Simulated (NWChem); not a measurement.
## Ionisation of Na

```xyz
1

Na     0.0000     0.0000     0.0000
```
Charge 0, spin multiplicity 2.

All runs are NWChem calculations.

Basis set: def2-TZVP. −ε marks an orbital energy of the parent.

B3LYP has NWChem's definition, with VWN1-RPA local correlation. No SCF solution was tested for a lower state. Open-shell Hartree-Fock references start from PBE0 orbitals.

### Question
Order these methods by the first vertical ionisation energy they give, lowest first: −ε(alpha HOMO) of PBE, −ε(alpha HOMO) of B3LYP, −ε(alpha HOMO) of CAM-B3LYP, G0W0@HF.

### Answer
−ε(alpha HOMO) of PBE (3.05 eV), −ε(alpha HOMO) of B3LYP (3.49 eV), −ε(alpha HOMO) of CAM-B3LYP (4.44 eV), G0W0@HF (5.25 eV)
